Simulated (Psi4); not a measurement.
Psi4 input (wB97X-D/6-311+G**):

```
memory 1500 MB

molecule {
1 2
O    -0.00000000   -0.00000000   -0.55280743
O     0.00000000    0.00000000    0.55280743
symmetry c1
no_reorient
no_com
}

set {
  basis 6-311+G**
  reference uks
  scf_type pk
  dft_radial_points 99
  dft_spherical_points 590
  e_convergence 1e-8
  d_convergence 1e-7
  maxiter 150
}

e = energy('wb97x-d')
print_out(f'\nFINAL {e:.10f} DIPOLE {variable("CURRENT DIPOLE")[0]:.6f} {variable("CURRENT DIPOLE")[1]:.6f} {variable("CURRENT DIPOLE")[2]:.6f}\n')
```

Task: What final total energy does it give?

Result: -149.85922 Eh.
